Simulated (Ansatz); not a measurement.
# ClH5OSi: the cost of one run

Method: RKS PBE-D4/def2-mTZVP, in Ansatz 0.2.0.

### Step 1. The structure to begin with

Bond lengths: Si1–H3 1.444 Å, Si1–H4 1.450 Å, Si1–O5 1.619 Å, Si1–Cl7 2.488 Å, O5–H8 0.955 Å. Angles: H3–Si1–H4 137.9°, H3–Si1–O5 94.4°, H3–Si1–Cl7 111.6°, H4–Si1–O5 106.9°, H4–Si1–Cl7 101.0°, O5–Si1–Cl7 98.0°, Si1–O5–H8 128.5°.

Coordinates:

```xyz
8

Si   -0.3676   -0.2526   -0.1835
H     1.0728   -1.3655    0.2843
H    -0.1384   -0.7621   -1.5149
H    -0.9273   -0.7250    1.0684
O    -1.2951    0.9785   -0.6789
H     1.7029   -0.6747    0.5637
Cl    1.5686    1.0789    0.6343
H    -1.6159    1.7225   -0.1732
```

### Step 2. A restrained relaxation towards end A

Springs on the bonds that form and break draw the guess towards this end; the thresholds are loose.

File input.yaml:

```yaml
crystal:
  periodic: [false, false, false]
  atoms:
    - { symbol: Si, position_ang: [-0.3676, -0.2526, -0.1835] }
    - { symbol: H, position_ang: [1.0728, -1.3655, 0.2843] }
    - { symbol: H, position_ang: [-0.1384, -0.7621, -1.5149] }
    - { symbol: H, position_ang: [-0.9273, -0.725, 1.0684] }
    - { symbol: O, position_ang: [-1.2951, 0.9785, -0.6789] }
    - { symbol: H, position_ang: [1.7029, -0.6747, 0.5637] }
    - { symbol: Cl, position_ang: [1.5686, 1.0789, 0.6343] }
    - { symbol: H, position_ang: [-1.6159, 1.7225, -0.1732] }
basis:
  gaussian: { orbitals: def2-mTZVP }
hamiltonian:
  xc: pbe
  dispersion: d4
relax:
  f_tol: 0.15
  max_steps: 25
  restrain:
    - { distance: [0, 6], at: 3.43, k: 30.0 }
    - { distance: [5, 1], at: 1.92, k: 30.0 }
    - { distance: [0, 1], at: 1.42, k: 30.0 }
    - { distance: [5, 6], at: 1.33, k: 30.0 }
```

Run with:

```sh
> ansatz run input.yaml --threads 2 --pin off --max-ram 3072MiB --backend cpu --events-out ev --progress --plain --runs-dir out
```

What time and memory should one allow on 2 threads of Intel Xeon Platinum 8488C (Sapphire Rapids), shared host?

About 15 s, with a peak of 0.16 GiB.
